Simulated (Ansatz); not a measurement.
A nudged elastic band was laid between two geometries of CH₄BF (7 atoms, charge 0, multiplicity 1).

All numbers below come from Ansatz, RKS r2SCAN-D4/6-31G*.

```
movable images  : 5
climbing image  : yes
spring          : 5.0 eV/Å²
optimiser       : quadratic models (default)
start path      : through a guess of the saddle point
force threshold : 0.05 eV/Å
iteration limit : 60
end points      : relaxed
```

Initial state:

```xyz
7
Properties=species:S:1:pos:R:3
B 0.456 0.012 0.040
C 0.796 -0.014 1.562
H -0.068 -0.207 2.206
H 1.570 -0.769 1.766
H 1.249 0.945 1.857
H 1.283 0.174 -0.821
F -0.800 -0.142 -0.379
```

Final state:

```xyz
7
Properties=species:S:1:pos:R:3
B -0.565 0.187 -1.370
C 1.262 -0.138 1.589
H 0.377 -0.746 1.793
H 2.015 -0.319 2.361
H 0.985 0.920 1.590
H 1.673 -0.407 0.611
F -1.261 0.503 -0.345
```

Problem. Which bonds break or form, and what moves?

Solution. Bonds broken: B1–C2, B1–H6. Bonds formed: C2–H6. CH4BF becomes BF + CH4.

Problem. What energy profile does the band end with?

Solution. The forces met the threshold. The highest image is number 3 of 0 to 6, 433.3 kJ/mol above the first end and 193.2 kJ/mol above the last; the last end lies 240.2 kJ/mol above the first. Neighbouring images differ by up to 3.5 eV, so the band resolves the path poorly. A vibrational analysis at the climbing image gives one clearly imaginary mode, 1471i cm⁻¹: a first-order saddle point. The orbitals stay closed-shell, which can raise the energy where a bond breaks towards radicals; this wasn't checked here.

```csv
image,path coordinate (Å),energy (kJ/mol),B1–C2 (Å),B1–H6 (Å),C2–H6 (Å)
0,0.00,0.0,1.56,1.20,2.44
1,0.68,1.0,1.56,1.20,2.45
2,1.36,99.9,1.59,1.15,2.05
3,2.03,433.3,2.07,1.22,1.58
4,2.64,288.7,2.50,1.70,1.15
5,3.24,244.8,3.07,2.36,1.10
6,3.84,240.2,3.49,3.05,1.09
```

Problem. What is the geometry of the highest image?

Solution. 
```xyz
7
Properties=species:S:1:pos:R:3
B 0.241 -0.053 -0.459
C 0.955 -0.035 1.483
H 0.132 -0.600 1.935
H 1.922 -0.408 1.834
H 0.860 1.041 1.667
H 1.306 -0.423 -0.006
F -0.930 0.478 -0.223
```

The run took 2.8 min on 1 thread of Arm Neoverse V2 (shared host), peak memory 0.1 GiB.
